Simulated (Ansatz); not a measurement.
Process, species as SMILES: F[SiH2]F + 2 [H][H] (H2) → 2 F (HF) + [SiH4] (SiH4)
B3LYP-D3(BJ)/def2-TZVP geometries, fixed; electronic energies without zero-point terms.

Basis-set convergence of the energy of full hydrogenation at PBE0 with Ansatz (a first-principles code). Cartesian d functions, on some or all atoms, in 6-31G*, 6-31+G*, 6-311G**, 6-311+G**; all else is spherical. The program fits the integrals of some runs and decomposes those of others, by size. No added dispersion term, no relativity. Functions are those of the species that has most. Reference: the value in aug-pcseg-3, 52.62 kcal/mol, itself unsure by roughly 0.39 kcal/mol (its mean distance from aug-cc-pV(Q+d)Z, cc-pV(5+d)Z, def2-QZVPPD). Deviations are taken from unrounded values.

| basis | functions | energy of full hydrogenation (kcal/mol) |
|---|---|---|
| 6-31G* | 53 | 66.28 |
| 6-31+G* | 65 | 51.53 |
| def2-SVP | 56 | 50.11 |
| def2-SVPD | 86 | 36.37 |
| pcseg-1 | 56 | 45.97 |
| aug-pcseg-1 | 91 | 40.76 |
| cc-pV(D+d)Z | 61 | 50.49 |
| aug-cc-pV(D+d)Z | 96 | 40.37 |
| 6-311G** | 75 | 47.87 |
| 6-311+G** | 87 | 39.05 |
| def2-TZVP | 111 | 55.07 |
| def2-TZVPD | 141 | 52.20 |
| pcseg-2 | 122 | 51.93 |
| aug-pcseg-2 | 188 | 51.77 |
| cc-pV(T+d)Z | 127 | 54.96 |
| aug-cc-pV(T+d)Z | 193 | 51.30 |
| def2-TZVPP | 132 | 52.59 |
| def2-TZVPPD | 162 | 50.66 |
| cc-pV(Q+d)Z | 234 | 54.34 |
| aug-cc-pV(Q+d)Z | 341 | 52.26 |
| def2-QZVPP | 244 | 52.76 |
| def2-QZVPPD | 274 | 52.15 |
| pcseg-3 | 250 | 52.61 |
| aug-pcseg-3 | 357 | 52.62 |

What the diffuse functions change, pair by pair:
- 6-31G* to 6-31+G*: 12 more functions, deviation 13.66 to -1.09 kcal/mol
- def2-SVP to def2-SVPD: 30 more functions, deviation -2.51 to -16.25 kcal/mol
- pcseg-1 to aug-pcseg-1: 35 more functions, deviation -6.65 to -11.86 kcal/mol
- cc-pV(D+d)Z to aug-cc-pV(D+d)Z: 35 more functions, deviation -2.13 to -12.24 kcal/mol
- 6-311G** to 6-311+G**: 12 more functions, deviation -4.74 to -13.57 kcal/mol
- def2-TZVP to def2-TZVPD: 30 more functions, deviation 2.45 to -0.42 kcal/mol
- pcseg-2 to aug-pcseg-2: 66 more functions, deviation -0.69 to -0.85 kcal/mol
- cc-pV(T+d)Z to aug-cc-pV(T+d)Z: 66 more functions, deviation 2.34 to -1.31 kcal/mol
- def2-TZVPP to def2-TZVPPD: 30 more functions, deviation -0.02 to -1.96 kcal/mol
- cc-pV(Q+d)Z to aug-cc-pV(Q+d)Z: 107 more functions, deviation 1.72 to -0.36 kcal/mol
- def2-QZVPP to def2-QZVPPD: 30 more functions, deviation 0.14 to -0.47 kcal/mol
- pcseg-3 to aug-pcseg-3: 107 more functions, deviation -0.01 to 0.00 kcal/mol

Leaving out the reference's own pair, they bring the value nearer the reference by more than 0.39 kcal/mol in 4 of 11 pairs.
